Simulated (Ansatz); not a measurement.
A made-up structure of CH2N (charge -1), closed shell:

```
atom   x (Å)    y (Å)    z (Å)
  C1  0.0185   0.0149   0.0194
  N2  0.7636   0.6156   0.7992
  H3  1.3083   1.2735   1.3567
  H4  0.1189  -1.0858  -0.3031
```

It is relaxed with PBE-D4/def2-SVPD and then PBE0-D4/def2-TZVPD (Ansatz 0.2.0). Atoms count as bonded within 1.22 times the sum of their covalent radii (H–H: 0.88 Å). The end point is not checked to be a true minimum.

Q: Does its bonding change? (Judge from chemistry; the calculation decides.)

A: The calculation gives: No: no bond forms or breaks.

Where it ends: The first stage lowers the energy by 1.94 eV in 9 steps. It ends as CH₂N ([CH][NH]), total charge -1:
C1  (0.064, 0.147, 0.043)
N2  (1.028, 0.317, 0.899)
H3  (1.027, 1.306, 1.180)
H4  (0.090, -0.951, -0.249)
(Å)

Labels in which every atom is bracketed show which atoms are joined, not bond orders.

For scale, one of the runs: PBE0-D4/def2-TZVPD relaxation, 92 basis functions, launched by `ansatz run in.yaml --threads 2 --pin off --events-out ev --progress --plain --max-ram 4352MiB`. The run took about 3.3 s on 2 CPU threads of an Arm Neoverse V2 (shared host).
